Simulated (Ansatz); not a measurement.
# SiH2F− (SMILES F[SiH2-]): levels of theory compared

Wanted: a comparison of 6 runs (BHLYP/STO-3G, PBE0/STO-3G, UPBE0/STO-3G, MP2/STO-3G, CCSDT/STO-3G, CCSD/STO-3G) of SiH2F−. 

The results are computed with Ansatz 0.2.0.

3 further runs of the same task are left out: 2 that didn't finish, 1 set aside as unsound or not needed.

## (1) The system as given

SiH2F− has 4 atoms, charge -1, and is taken as a singlet. SMILES: `F[SiH2-]`. The Si2–F1 distance was set to 3.444 Å, away from the relaxed value. At this shape a bond of the SMILES string is far longer than usual.

Bond lengths: Si2–H3 1.529 Å, Si2–H4 1.529 Å. Angles: H3–Si2–H4 99.3°.

## (2) The energy at BHLYP/STO-3G (run 1)

Input file input.yaml:

```yaml
crystal:
  periodic: [false, false, false]
  atoms:
    - {symbol: F, position_ang: [2.562506, 1.773319, -0.327668]}
    - {symbol: Si, position_ang: [-0.114010, -0.391590, -0.440070]}
    - {symbol: H, position_ang: [-1.185360, 0.658330, -0.143280]}
    - {symbol: H, position_ang: [0.075140, -0.957590, 0.967210]}
basis:
  gaussian:
    orbitals: STO-3G
total_charge: -1
hamiltonian:
  xc: {name: BHLYP}
accuracy: high
```

On the command line:

```console
$ ansatz run input.yaml --threads 1 --pin off --max-ram 2610MiB --events-out events.jsonl --progress --plain --runs-dir runs
```

The log of the run:

```text
Warning: RAYON_NUM_THREADS=1 ignored (pool sized by the plan → 1); use --threads N
Functional definition: BHLYP
  name "BHLYP"
  parameter a = 0.5
  exchange = (1 - a)*b88_x + a*exact_x
  correlation = lyp_c
247 factors; integrals over basis functions are off by at most 2.8e-8 eV
mean field evaluation 1: about -10480.9758 eV, gradient 1.2e1 eV
mean field evaluation 2: about -10456.6507 eV, gradient 2.8e1 eV
mean field evaluation 4: about -10482.9201 eV, gradient 8.3e0 eV
mean field evaluation 8: about -10483.8519 eV, gradient 9.8e-2 eV
mean field evaluation 16: about -10483.8436 eV, gradient 7.6e-4 eV
mean field evaluation 32: about -10482.5509 eV, gradient 1.5e1 eV
mean field -10483.84363307 eV, -385.2741473107 hartree, gradient 1.8e-8 eV, S^2 0.000000; 2 other end points of the search recorded, 0 dependent functions left out
reference -10483.84364971 eV, -385.2741479225 hartree; 13, 13 occupied and 3, 3 virtual orbitals, 247 factors
Total energy: -10483.84364971 eV, -385.2741479225 hartree
```

Run time: 0.7 s. Hardware: 1 thread of Arm Neoverse V2, shared host.

## (3) The energy at PBE0/STO-3G (run 2)

Input file in.yaml:

```yaml
crystal:
  periodic: [false, false, false]
  atoms:
    - {symbol: F, position_ang: [2.562506, 1.773319, -0.327668]}
    - {symbol: Si, position_ang: [-0.114010, -0.391590, -0.440070]}
    - {symbol: H, position_ang: [-1.185360, 0.658330, -0.143280]}
    - {symbol: H, position_ang: [0.075140, -0.957590, 0.967210]}
basis:
  gaussian:
    orbitals: STO-3G
total_charge: -1
hamiltonian:
  xc: {name: PBE0}
accuracy: high
```

On the command line:

```console
$ ansatz run in.yaml --threads 1 --pin off --max-ram 2610MiB --events-out events.jsonl --progress --plain --runs-dir runs
```

The log of the run:

```text
Warning: RAYON_NUM_THREADS=1 ignored (pool sized by the plan → 1); use --threads N
Functional definition: PBE0
  name "PBE0"
  parameter a = 0.25
  parameter kappa = 0.804
  parameter beta = 0.06672455060314922
  exchange = (1 - a)*pbe_x(kappa = kappa, mu = beta*pi^2/3) + a*exact_x
  correlation = pbe_c(beta = beta)
247 factors; integrals over basis functions are off by at most 2.8e-8 eV
mean field evaluation 1: about -10479.0368 eV, gradient 1.1e1 eV
mean field evaluation 2: about -10476.3785 eV, gradient 9.7e0 eV
mean field evaluation 4: about -10467.7123 eV, gradient 4.3e1 eV
mean field evaluation 8: about -10479.6743 eV, gradient 2.4e-4 eV
mean field evaluation 16: about -10478.3067 eV, gradient 1.7e1 eV
mean field -10479.67431006 eV, -385.1209275164 hartree, gradient 1.9e-8 eV, S^2 0.000000; 2 other end points of the search recorded, 0 dependent functions left out
reference -10479.67431121 eV, -385.1209275584 hartree; 13, 13 occupied and 3, 3 virtual orbitals, 247 factors
Total energy: -10479.67431121 eV, -385.1209275584 hartree
```

It took 0.73 s on 1 thread of Arm Neoverse V2, shared host.

Runs 3 to 5 aren't shown in full; the table further down has their settings and results.

## (4) A single-point energy at CCSD/STO-3G (run 6)

Input file job.yaml:

```yaml
basis:
  gaussian:
    orbitals: STO-3G
crystal:
  periodic: [false, false, false]
  atoms:
    - {symbol: F, position_ang: [2.562506, 1.773319, -0.327668]}
    - {symbol: Si, position_ang: [-0.114010, -0.391590, -0.440070]}
    - {symbol: H, position_ang: [-1.185360, 0.658330, -0.143280]}
    - {symbol: H, position_ang: [0.075140, -0.957590, 0.967210]}
total_charge: -1
correlation:
  method: ccsd
  frozen_orbitals: {F: 1, H: 0, Si: 5}
accuracy: high
scf:
  omitted_lower_state_checks: [cluster_reference, increment]
```

On the command line:

```console
$ ansatz run job.yaml --threads 1 --pin off --max-ram 2610MiB --events-out events.jsonl --progress --plain --runs-dir runs
```

The log of the run:

```text
Warning: RAYON_NUM_THREADS=1 ignored (pool sized by the plan → 1); use --threads N
[... 11 lines left out ...]
6 core orbitals not correlated: weight in the atoms' cores, before any rotation towards them, 1.000 or more for the frozen orbitals, at most 0.000 for the correlated occupied ones
[... 63 lines left out ...]
WARN: these amplitudes may be one of several solutions (largest doubles amplitude 1.35, level shift 6.58 eV)
Total energy: -10462.33823037 eV, -384.4838383386 hartree
Checks for a lower state left out: cluster_reference, increment
```

Wall time 0.12 s (1 thread of Arm Neoverse V2, shared host).

## (5) All runs side by side

```
run         level  frozen core orbitals  energy (Eh)  wall time
  1  BHLYP/STO-3G                     –  -385.274148      0.7 s
  2   PBE0/STO-3G                     –  -385.120928     0.73 s
  3  UPBE0/STO-3G                     –  -385.155475      1.8 s
  4    MP2/STO-3G                     6  -384.411939     0.08 s
  5  CCSDT/STO-3G                     6  -384.485198     0.26 s
  6   CCSD/STO-3G                     6  -384.483838     0.12 s
```

## (6) Results

```
                                          quantity          value
                               run 6: total energy  -384.48384 Eh
run 6: correlation energy (6 core orbitals frozen)     -160.7 mEh
                              run 6: T1 diagnostic          0.202
```

In words: Totals of different functionals can't be ranked against each other. In run 6 the T1 diagnostic is large, so a single reference may not serve. In runs 4, 5, 6 the log says that unrestricted orbitals would lower the reference, so the values rest on an unstable closed-shell determinant (other closed-shell runs at this shape may share the fault). In runs 1, 2, 3, 4, 5, 6 the basis is minimal, so the values are rough. Spin contamination of the reference: run 3 ⟨S²⟩ = 0.68. Where it is this large, the reference is a mixture of spin states, and values that rest on it are in doubt. All runs together took 3.6 s, the longest 1.8 s.
